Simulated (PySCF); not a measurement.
Homolysis of single bonds, series vinyl-X. Isolated molecules, 0 K electronic values unless said otherwise. One relaxed conformer stands for each flexible species; it need not be the lowest. Strings in code marks are SMILES.

Method: TPSSh-D3(BJ)/def2-TZVP // CAM-B3LYP-D3(BJ)/def2-TZVP (PySCF 2.14.0). 

```csv
species,dipole moment (D)
radical fragment (`[CH3]`),0.00
whole molecule (`C=CI`),…
radical fragment (`O=[C]O` (O–C–O–H torsion 0°)),–
radical fragment (`[BH2]`),0.52
```

### Question
Complete the blanks.

### Answer

- whole molecule (`C=CI`), dipole moment (D): 1.34
